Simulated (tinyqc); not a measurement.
Worked calculation: UHF in the sto-6g basis, for NH3+, spin multiplicity 2. One step of it, computed by the program tinyqc.

Question. Iteration 1: diagonalisation and new density. Diagonalise F' = X^T F X, C = X C', fill 5 alpha and 4 beta electrons from the bottom; D(s) = C_occ C_occ^T. Each column has its largest component positive (the first on a tie).

F(alpha) (hartree), order 1N 1s, 1N 2s, 1N 2px, 1N 2py, 1N 2pz, 2H 1s, 3H 1s, 4H 1s:
```
[[-17.943974, -3.923469, -0.124773, -0.005649, -0.296123, -1.107450, -1.026968, -1.029983],
 [-3.923469, -2.814379, -0.010829, 0.012756, -0.005218, -1.188000, -1.147897, -1.209162],
 [-0.124773, -0.010829, -1.494204, -0.223853, -0.095454, -0.643080, 0.256306, 0.378774],
 [-0.005649, 0.012756, -0.223853, -1.433275, -0.060216, -0.102384, -0.592924, 0.696544],
 [-0.296123, -0.005218, -0.095454, -0.060216, -1.210943, -0.029740, 0.028167, 0.075244],
 [-1.107450, -1.188000, -0.643080, -0.102384, -0.029740, -0.967000, -0.411374, -0.391235],
 [-1.026968, -1.147897, 0.256306, -0.592924, 0.028167, -0.411374, -1.008815, -0.343881],
 [-1.029983, -1.209162, 0.378774, 0.696544, 0.075244, -0.391235, -0.343881, -1.357123]]
```

F(beta) (hartree), order 1N 1s, 1N 2s, 1N 2px, 1N 2py, 1N 2pz, 2H 1s, 3H 1s, 4H 1s:
```
[[-17.849288, -3.912691, -0.074293, 0.013217, -0.289747, -1.103706, -1.034071, -1.006698],
 [-3.912691, -2.764048, -0.048932, 0.010381, -0.009046, -1.175866, -1.118237, -1.175368],
 [-0.074293, -0.048932, -1.348409, -0.193704, -0.079339, -0.644754, 0.203509, 0.403657],
 [0.013217, 0.010381, -0.193704, -1.390625, -0.056910, -0.101214, -0.586151, 0.637051],
 [-0.289747, -0.009046, -0.079339, -0.056910, -1.191492, -0.031207, 0.021978, 0.083486],
 [-1.103706, -1.175866, -0.644754, -0.101214, -0.031207, -0.945051, -0.403818, -0.391056],
 [-1.034071, -1.118237, 0.203509, -0.586151, 0.021978, -0.403818, -0.963756, -0.360620],
 [-1.006698, -1.175368, 0.403657, 0.637051, 0.083486, -0.391056, -0.360620, -1.029398]]
```

X, order 1N 1s, 1N 2s, 1N 2px, 1N 2py, 1N 2pz, 2H 1s, 3H 1s, 4H 1s:
```
[[-0.292677, 0.000615, 0.000000, 0.976610, 0.122463, -0.000092, 0.000000, 0.133997],
 [1.538386, -0.002436, 0.000000, -0.009329, 0.015731, -0.000201, 0.000000, 0.424389],
 [0.002376, 1.101205, 0.000000, -0.000017, 0.000002, 0.633065, 0.000000, 0.000172],
 [0.000000, 0.000000, 1.101189, 0.000000, 0.000000, 0.000000, 0.632958, 0.000000],
 [-0.025839, 0.000036, 0.000000, -0.128288, 0.991603, 0.000001, 0.000000, -0.007102],
 [-0.691642, -1.070391, 0.000000, -0.143473, -0.018009, 0.433616, 0.000000, 0.296958],
 [-0.688246, 0.536883, -0.927695, -0.143580, -0.018023, -0.216990, 0.375666, 0.296734],
 [-0.688246, 0.536883, 0.927695, -0.143580, -0.018023, -0.216990, -0.375666, 0.296734]]
```

Give: F' = X^T F X; orbital energies; coefficients C; F' = X^T F X; orbital energies; coefficients C; D(alpha) after iteration 1; D(beta) after iteration 1.

Answer.

F' = X^T F X (alpha) (hartree):
```
[[-1.0976, 0.1370, 0.1460, 1.4649, 0.2308, -0.0260, -0.0356, -0.3184],
 [0.1370, -0.6107, -0.1578, -0.0286, -0.0217, -0.4176, -0.0238, -0.0612],
 [0.1460, -0.1578, -0.5477, 0.0380, -0.0188, -0.0796, -0.1904, -0.1092],
 [1.4649, -0.0286, 0.0380, -16.2244, -2.2356, -0.1049, -0.0133, -4.3456],
 [0.2308, -0.0217, -0.0188, -2.2356, -1.5362, -0.1098, -0.0574, -0.6033],
 [-0.0260, -0.4176, -0.0796, -0.1049, -0.1098, -1.3009, -0.1928, 0.0008],
 [-0.0356, -0.0238, -0.1904, -0.0133, -0.0574, -0.1928, -1.4243, 0.0500],
 [-0.3184, -0.0612, -0.1092, -4.3456, -0.6033, 0.0008, 0.0500, -2.9155]]
```

orbital energies (alpha) (hartree): [-17.9528, -2.1026, -1.7139, -1.2842, -1.1781, -0.7873, -0.3311, -0.3073]

coefficients C (alpha), order 1N 1s, 1N 2s, 1N 2px, 1N 2py, 1N 2pz, 2H 1s, 3H 1s, 4H 1s:
```
[[1.0024, -0.2357, -0.0325, -0.0016, -0.0326, 0.0657, 0.0170, 0.0725],
 [-0.0103, 1.1779, 0.1110, -0.0681, 0.1064, -0.7022, -0.2133, -0.7698],
 [0.0080, -0.0725, 0.7438, 0.6887, -0.2888, 0.1839, 0.5343, -0.4217],
 [0.0008, -0.0422, 0.6055, -0.5352, -0.0552, 0.6333, -0.6673, -0.3303],
 [0.0177, -0.0797, 0.1969, 0.1509, 0.9638, 0.0506, 0.0282, 0.0058],
 [-0.0021, -0.0888, -0.0320, -0.0498, 0.0338, 0.0038, -0.5989, 1.2450],
 [-0.0017, -0.1312, 0.0619, -0.1370, -0.0340, 0.1712, 1.2551, 0.5237],
 [-0.0009, -0.0941, -0.0478, 0.3442, -0.0987, 1.3172, -0.1606, -0.1400]]
```

F' = X^T F X (beta) (hartree):
```
[[-0.9535, 0.0031, -0.0033, 1.4629, 0.2222, -0.0292, 0.0532, -0.3565],
 [0.0031, -0.3487, 0.0737, 0.0104, 0.0034, -0.3645, -0.1136, -0.0260],
 [-0.0033, 0.0737, -0.2818, 0.0551, 0.0006, -0.0596, -0.3138, -0.0433],
 [1.4629, 0.0104, 0.0551, -16.1331, -2.2205, -0.0648, 0.0072, -4.3444],
 [0.2222, 0.0034, 0.0006, -2.2205, -1.5142, -0.0961, -0.0582, -0.6031],
 [-0.0292, -0.3645, -0.0596, -0.0648, -0.0961, -1.2171, -0.1674, -0.0331],
 [0.0532, -0.1136, -0.3138, 0.0072, -0.0582, -0.1674, -1.3183, 0.0085],
 [-0.3565, -0.0260, -0.0433, -4.3444, -0.6031, -0.0331, 0.0085, -2.8497]]
```

orbital energies (beta) (hartree): [-17.8572, -2.0458, -1.6000, -1.1971, -1.1446, -0.3689, -0.3035, -0.0991]

coefficients C (beta), order 1N 1s, 1N 2s, 1N 2px, 1N 2py, 1N 2pz, 2H 1s, 3H 1s, 4H 1s:
```
[[1.0022, -0.2371, -0.0074, 0.0184, -0.0277, -0.1024, -0.0133, -0.0026],
 [-0.0086, 1.1701, -0.0060, -0.0605, 0.0727, 1.0717, 0.1129, 0.0868],
 [0.0029, 0.0390, 0.6350, -0.4827, -0.5533, -0.1345, 0.5847, 0.5564],
 [-0.0024, 0.0023, 0.6493, 0.5902, 0.2316, 0.0303, -0.6080, 0.6473],
 [0.0174, -0.0651, 0.2250, -0.5599, 0.7933, -0.0408, 0.0190, 0.0210],
 [0.0002, -0.1020, 0.0287, -0.0175, 0.0053, -0.5968, -0.9152, -0.8461],
 [-0.0013, -0.1265, 0.0979, 0.1285, 0.0188, -0.7991, 1.0261, -0.4312],
 [-0.0057, -0.0617, -0.0900, 0.0154, -0.0122, -0.8537, -0.3100, 1.0404]]
```

D(alpha) after iteration 1, order 1N 1s, 1N 2s, 1N 2px, 1N 2py, 1N 2pz, 2H 1s, 3H 1s, 4H 1s:
```
[[1.0625, -0.2950, 0.0093, -0.0063, -0.0015, 0.0189, 0.0285, 0.0255],
 [-0.2950, 1.4158, -0.0805, 0.0481, 0.0201, -0.1012, -0.1419, -0.1501],
 [0.0093, -0.0805, 1.1163, 0.1008, -0.0220, -0.0615, -0.0290, 0.2368],
 [-0.0063, 0.0481, 0.1008, 0.6579, -0.0113, 0.0091, 0.1182, -0.2037],
 [-0.0015, 0.0201, -0.0220, -0.0113, 0.9971, 0.0258, -0.0308, -0.0451],
 [0.0189, -0.1012, -0.0615, 0.0091, 0.0258, 0.0125, 0.0153, -0.0106],
 [0.0285, -0.1419, -0.0290, 0.1182, -0.0308, 0.0153, 0.0410, -0.0344],
 [0.0255, -0.1501, 0.2368, -0.2037, -0.0451, -0.0106, -0.0344, 0.1393]]
```

D(beta) after iteration 1, order 1N 1s, 1N 2s, 1N 2px, 1N 2py, 1N 2pz, 2H 1s, 3H 1s, 4H 1s:
```
[[1.0609, -0.2871, -0.0200, 0.0031, 0.0209, 0.0239, 0.0303, 0.0099],
 [-0.2871, 1.3729, 0.0710, -0.0369, -0.0438, -0.1184, -0.1564, -0.0725],
 [-0.0200, 0.0710, 0.6377, 0.1276, 0.4106, 0.0227, -0.0048, -0.0670],
 [0.0031, -0.0369, 0.1276, 0.7700, -0.1846, 0.0081, 0.1391, -0.0495],
 [0.0209, -0.0438, 0.4106, -0.1846, 0.3687, 0.0229, -0.0417, -0.0249],
 [0.0239, -0.1184, 0.0227, 0.0081, 0.0229, 0.0115, 0.0135, 0.0034],
 [0.0303, -0.1564, -0.0048, 0.1391, -0.0417, 0.0135, 0.0421, 0.0010],
 [0.0099, -0.0725, -0.0670, -0.0495, -0.0249, 0.0034, 0.0010, 0.0122]]
```
